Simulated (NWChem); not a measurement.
Total energies of Si (-1)

SMILES: [Si-]
```xyz
1

Si     0.0000     0.0000     0.0000
```
Charge -1, spin multiplicity 4.

Everything below was run with NWChem.

Basis set: def2-SVPD (24 functions).

```tsv
method	total energy (Ha)
UHF	-288.76891
UMP2	-288.82962
UB2PLYP	-289.17805
UPBE	-289.15734
UB3LYP	-289.32117
ULDA (SVWN5)	-288.14253
```

Total energies of different functionals aren't comparable as a measure of quality: only differences taken within one method are. 

The correlated methods keep 5 core orbitals frozen. B3LYP has NWChem's definition, with VWN1-RPA local correlation. The stability of the SCF solutions was not checked. Open-shell Hartree-Fock references start from PBE0 orbitals.
